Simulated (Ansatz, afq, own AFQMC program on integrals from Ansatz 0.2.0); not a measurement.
# BGeH$_{4}$, doublet in 6-31G, levels against AFQMC with the constraint released

```yaml
atoms:
  - { symbol: Ge, position_ang: [0.0000, 0.0000, 0.3387] }
  - { symbol: B, position_ang: [0.0000, 0.0000, -2.0193] }
  - { symbol: H, position_ang: [0.0000, 1.2553, 1.2233] }
  - { symbol: H, position_ang: [0.0000, -1.2553, 1.2233] }
  - { symbol: H, position_ang: [0.0000, 1.0424, -2.5987] }
  - { symbol: H, position_ang: [0.0000, -1.0424, -2.5987] }
```

Connectivity, by distances: GeH2–BH2.

Basis 6-31G. Noble-gas cores (and the filled d shells of Ga–Kr and In–Xe) are frozen. Integrals, coupled cluster, full CI and functionals: Ansatz 0.2.0; the random walks run on the same integrals in our own AFQMC program. The CISD trial takes its coefficients from CCSD amplitudes. Released means that phaseless walkers are propagated on without the constraint, phases kept. Free projection: walkers drawn from exp(T), propagated without any constraint. Its projection time is finite, and what remains of the start isn't in its error. Error bars are statistical, one sigma. No spin–orbit coupling.

Determinant: ROHF, the one that the program's search chose, which needn't be the lowest solution. The geometry is a point of a scan.

No full CI on the walks' own integrals is used here. The released AFQMC energy serves as the reference, which it does only where one determinant dominates, the energy is flat over the last release times and near the phaseless one (40 meV or 2 meV an electron, half that with transition metals). On small molecules, where full CI could be run and the noise was under 10 meV, such values lay within 10 meV of it in 19 cases of 20, a flattering rate, since the rule was set on those same cases; what remains of the bias isn't in the error bar.

Cautions: no relativity below Rb; no spin-orbit coupling; inner d shell frozen; the released value is read at 2.40 1/Eh (meV from the phaseless value at times in 1/Eh: 12 ± 10 at 0.24, 10 ± 8 at 0.51, 3 ± 8 at 0.99, 9 ± 8 at 1.62, 4 ± 9 at 2.40).

- T1 diagnostic: 0.0253
- weight of the determinant in the CISD state: 0.895
- size of the correlated space: 11 electrons in 31 orbitals

```tsv
level	correlation energy (eV)
MP2	-2.7521
CCSD	-3.6416
CCSD(T)	-3.7288
```

Estimate where AFQMC with the constraint released lies against CCSD(T) on the same integrals.

1.33 ± 0.33 mEh below CCSD(T).

Reference: AFQMC with the constraint released, correlation energy -3.765 ± 0.009 eV.

| level | E − E(reference) (mEh) | share of correlation (%) |
| --- | --- | --- |
| CCSD(T) | 1.33 ± 0.33 | 99.04 |
| ph-AFQMC/CISD | -0.13 ± 0.49 | 100.10 |
| free AFQMC | -0.10 ± 0.47 | 100.07 |

Free projections are given only where their last times agree within the noise and don't stop above the reference; a slow remainder of the start can still hide under it. A walk keeps the symmetry of its determinant, which the program's search chose and which needn't be the lowest solution, so a lower state of the same spin and another symmetry isn't excluded. Released energies are given only where the last usable release times agree within the noise; a slower fall can still hide under it.
